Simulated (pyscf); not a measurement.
Thermochemistry of product channels of `[O]=[B][OH]` + `[NH3]` on the singlet surface, in kJ/mol, from CCSD(T)/def2-TZVPP + ΔMP2(QZVPP) energies (ideal gas, 1 atm, RRHO with modes under 100 cm⁻¹ raised to 100, one conformer, R ln 2 for chiral ones without a mode under 150 cm⁻¹). PySCF, gas phase, ωB97X-D3(BJ)/def2-SVP geometries. MP2 and CC: frozen core, UHF for open shells. ΔMP2 is the change of the MP2 total energy from the triple- to the quadruple-zeta basis.

```csv
products,ΔE,ΔH(298 K),ΔG(298 K),ΔG(1200 K)
`[NH2][B]([OH])[OH]`,-189.6,-180.1,-136.8,-13.5
`[OH2]` + `[NH2][B]=[O]`,+17.4,+15.3,+13.2,+2.7
```

These are energies of the channels, which say nothing of barriers. The CCSD(T) − MP2 part came from Ansatz, without density fitting, on the same reference.
